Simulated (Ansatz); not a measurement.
# AlHCl+ (triplet): from Hartree-Fock to the top rungs, def2-QZVPP

The task here is to estimate one member of a computed series from the others.

Method: def2-QZVPP, core rule «outside noble gas», up to 10 orbitals frozen; program: Ansatz 0.2.0, Gaussian basis.

Plan: UHF; ROHF; CCSD(T) on UHF.

### The geometry

The geometry is a PBE0/def2-TZVP stationary point (not a proven minimum) of the parent state, kept for this charge and spin.

3 atoms, charge 1, spin multiplicity 3.

Atoms are counted from 1 here; the program's logs count them from 0.

Bond lengths: Al1–Cl2 2.197 Å, Al1–H3 1.817 Å. Angles: Cl2–Al1–H3 63.0°.

Set-up of the first run:

Input file in.yaml:

```yaml
crystal:
  periodic: [false, false, false]
  atoms:
    - {symbol: Al, position_ang: [0.000000, -0.050236, 1.239922]}
    - {symbol: Cl, position_ang: [0.000000, -0.006816, -0.956330]}
    - {symbol: H, position_ang: [0.000000, 1.584516, 0.446218]}
basis:
  gaussian: {orbitals: "def2-QZVPP.json"}
total_charge: 1
magnetization: {spin_polarized: true, initial_magnetization: 2}
hamiltonian: {xc: hf}
output: {orbitals: {seedname: orbitals}}
```

Launch:

```
> ansatz run in.yaml --threads 1 --pin off --events-out ev --progress --plain --max-ram 2393MiB
```

Among the steps run: UHF; ROHF; CCSD(T) on UHF.

One table of the session follows, with a row left open; its other results are not shown here.

It belongs to the step «Misses and costs». 

```
  method  from UCCSD(T) (meV)
    ROHF              +7875.7
     UHF                    ?
    UMP2               +987.5
   UCCSD               +369.8
UCCSD(T)                    0
```

Q: Estimate the row for UHF from the others.

The run gave: from UCCSD(T) (meV): +7673.8. In the column «from UCCSD(T) (meV)» it lies between UMP2 (+987.5) and ROHF (+7875.7).
